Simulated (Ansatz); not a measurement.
Single points on BH2(OMe) (CH5BO).

```yaml
crystal:
  periodic: [false, false, false]
  atoms:
    - {symbol: B, position_ang: [0.419807, 1.011865, 0.787670]}
    - {symbol: H, position_ang: [1.551044, 0.750813, 0.469599]}
    - {symbol: H, position_ang: [0.145321, 1.901911, 1.538886]}
    - {symbol: O, position_ang: [-0.600111, 0.295860, 0.298644]}
    - {symbol: C, position_ang: [-0.406836, -0.779088, -0.598569]}
    - {symbol: H, position_ang: [-0.960644, -0.575023, -1.516836]}
    - {symbol: H, position_ang: [-0.801171, -1.691705, -0.147142]}
    - {symbol: H, position_ang: [0.652579, -0.914633, -0.832261]}
basis:
  gaussian: {orbitals: def2-TZVP}
magnetization: {spin_polarized: true, initial_magnetization: 2}
hamiltonian: {xc: pbe0, dispersion: d4}
scf: {omitted_lower_state_checks: [starts]}
output: {orbitals: {seedname: orbitals}}
```

The file start.molden holds the orbitals of an earlier run on this structure, at another level or in another basis.

```sh
$ ansatz run in.yaml --threads 4 --pin off --events-out ev --progress --plain --max-ram 3916MiB
```

It prints (some lines left out):

```
Functional definition: PBE0
720 factors; their error is unknown
mean field evaluation 1: about -3829.5316 eV, gradient 3.0e1 eV
mean field evaluation 2: about -3824.8648 eV, gradient 4.5e1 eV
mean field evaluation 4: about -3833.4368 eV, gradient 1.6e0 eV
mean field evaluation 8: about -3833.4538 eV, gradient 4.7e-2 eV
mean field evaluation 16: about -3833.4540 eV, gradient 4.3e-4 eV
mean field -3833.45404570 eV, -140.8768377710 hartree, gradient 1.7e-5 eV, S^2 2.005279; 0 other end points of the search recorded, 0 dependent functions left out
reference -3833.45407857 eV, -140.8768389790 hartree; 13, 11 occupied and 110, 112 virtual orbitals, 720 factors
Total energy: -3833.52549087 eV, -140.8794633327 hartree
Checks for a lower state left out: starts
```

Run time 1.1 s (4 threads of Arm Neoverse V2 on a shared host).

First input, but with `gaussian: {orbitals: def2-TZVP, initial_orbitals: start.molden}`, `hamiltonian: {xc: r2scan, dispersion: d4}` (abridged; 2.1 s):

```
Functional definition: r2SCAN
mean field -3836.02812289 eV, -140.9714333629 hartree, gradient 1.7e-5 eV, S^2 2.006586
Total energy: -3836.04916347 eV, -140.9722065899 hartree
Checks for a lower state left out: starts
```

The first input with `gaussian: {orbitals: def2-TZVP, initial_orbitals: start.molden}`, `hamiltonian: {xc: pbe, dispersion: d4}` (abridged; 1.1 s):

```
Functional definition: PBE
mean field -3833.32670557 eV, -140.8721581075 hartree, gradient 1.0e-5 eV, S^2 2.002695
Total energy: -3833.41351332 eV, -140.8753482334 hartree
Checks for a lower state left out: starts
```

Geometry: PBE0-D4/def2-TZVP, that of the neutral singlet.

At PBE0-D4/def2-TZVP a singlet of charge 0 lies 5.75 eV below the triplet at the same geometry.
